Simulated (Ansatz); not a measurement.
in.yaml

```yaml
crystal:
  periodic: [false, false, false]
  atoms:
    - {symbol: Si, position_ang: [0.000000, 0.000000, 0.000000]}
    - {symbol: H, position_ang: [0.000000, 0.000000, 1.499536]}
basis:
  gaussian: {orbitals: "6-31G*"}
magnetization: {spin_polarized: false, initial_magnetization: 3}
correlation: {method: ccsdt_q, electrons: outside_noble_gas, diis_vectors: 12}
scf: {omitted_lower_state_checks: [cluster_reference]}
```

```sh
$ ansatz run in.yaml --threads 1 --pin off --events-out ev --progress --plain --max-ram 2393MiB
```

Log:

```
these checks for a lower state are left out or cut short: cluster_reference
317 factors; integrals over basis functions are off by at most 3.6e-8 eV
mean field evaluation 1: about -7873.4502 eV, gradient 6.6e0 eV
mean field evaluation 2: about -7873.4514 eV, gradient 6.7e0 eV
mean field evaluation 4: about -7874.2361 eV, gradient 1.2e0 eV
mean field evaluation 8: about -7874.2915 eV, gradient 5.2e-5 eV
mean field -7874.29150741 eV, -289.3748755108 hartree, gradient 8.6e-7 eV, S^2 3.750000; 0 other end points of the search recorded, 0 dependent functions left out
5 core orbitals not correlated: weight in the atoms' cores, before any rotation towards them, 1.000 or more for the frozen orbitals, at most 0.000 for the correlated occupied ones
reference -7874.29150741 eV, -289.3748755108 hartree; 4, 1 occupied and 12, 15 virtual orbitals, 317 factors
second order -1.06690561 eV of doubles, -0.01563661 eV of singles
cycle   1  -1.34254539 eV  change   -2.6e-1 eV  update   5.2e-2
cycle   2  -1.51266096 eV  change   -1.7e-1 eV  update   2.7e-2
cycle   3  -1.54328590 eV  change   -3.1e-2 eV  update   1.2e-2
cycle   4  -1.54582804 eV  change   -2.5e-3 eV  update   4.5e-3
cycle   5  -1.54519950 eV  change    6.3e-4 eV  update   1.8e-3
cycle   6  -1.54549383 eV  change   -2.9e-4 eV  update   4.4e-4
cycle   7  -1.54582517 eV  change   -3.3e-4 eV  update   1.5e-4
cycle   8  -1.54572439 eV  change    1.0e-4 eV  update   6.2e-5
cycle   9  -1.54567607 eV  change    4.8e-5 eV  update   2.1e-5
cycle  10  -1.54570442 eV  change   -2.8e-5 eV  update   6.7e-6
cycle  11  -1.54570263 eV  change    1.8e-6 eV  update   1.8e-6
cycle  12  -1.54570225 eV  change    3.8e-7 eV  update   4.7e-7
perturbative correction -0.00006407 eV, -0.0000023546 hartree
Total energy: -7875.83727373 eV, -289.4316813755 hartree
Checks for a lower state left out: cluster_reference
```

Ran on 1 thread of Arm Neoverse V1, shared host: 1.2 s wall, 0.08 GiB peak host memory.
